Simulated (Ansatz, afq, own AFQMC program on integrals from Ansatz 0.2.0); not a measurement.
**H3O⁺, singlet: AFQMC among the cluster methods**

```xyz
4

O     0.0002   -0.0001   -0.0419
H     0.9410    0.0142    0.2253
H    -0.4835    0.8094    0.2180
H    -0.4600   -0.8219    0.2221
```

Basis 6-31G. Noble-gas cores (and the filled d shells of Ga–Kr and In–Xe) are frozen. Ansatz 0.2.0 and our own AFQMC program on the same integrals; the CISD trial comes from CCSD amplitudes, and released means the phaseless constraint is let go. Free projection: walkers drawn from exp(T), propagated without any constraint. Its projection time is finite, and what remains of the start isn't in its error. Error bars are statistical, one sigma.

Determinant: RHF, the one that the program's search chose, which needn't be the lowest solution. The geometry is a PBE0/def2-TZVP stationary point of this or a neighbouring charge and spin state.

Full CI on the same integrals is exact in this basis and with this determinant's frozen core.

```
T1 diagnostic                               : 0.0073
weight of the determinant in the CISD state : 0.958
size of the correlated space                : 8 electrons in 14 orbitals
```

```json
{"level": "MP2", "correlation energy (eV)": "-3.5154"}
{"level": "CCSD", "correlation energy (eV)": "-3.7311"}
{"level": "CCSD(T)", "correlation energy (eV)": "-3.7593"}
```

(1) Estimate where AFQMC with the constraint released lies against CCSD(T) on the same integrals.

(1) 1.1 ± 0.3 kJ/mol below CCSD(T).

Reference: full CI, correlation energy -3.773 eV. The released energy is read at 2.40 1/Eh (meV from the phaseless value at times in 1/Eh: -3 ± 3 at 0.24, -4 ± 4 at 0.51, -1 ± 3 at 0.99, -6 ± 3 at 1.62, -5 ± 3 at 2.40).

```
         level  E − E(reference) (kJ/mol)  share of correlation (%)
       CCSD(T)                        1.3                     99.64
         CCSDT                        1.0                     99.72
      CCSDT(Q)                        0.0                    100.01
        CCSDTQ                        0.0                     99.99
   ph-AFQMC/HF                 -0.2 ± 2.7                    100.05
 ph-AFQMC/CISD                  0.7 ± 0.4                     99.80
released AFQMC                  0.2 ± 0.3                     99.94
    free AFQMC                  0.3 ± 0.7                     99.93
```

CCSDT and higher add their correlation energy to the determinant of the CCSD(T) run, since their own runs factorise the integrals more tightly (a shift of under 2 meV). Free projections are given only where their last times agree within the noise and don't stop above the reference; a slow remainder of the start can still hide under it. A walk keeps the symmetry of its determinant, which the program's search chose and which needn't be the lowest solution, so a lower state of the same spin and another symmetry isn't excluded. Released energies are given only where the last usable release times agree within the noise; a slower fall can still hide under it.
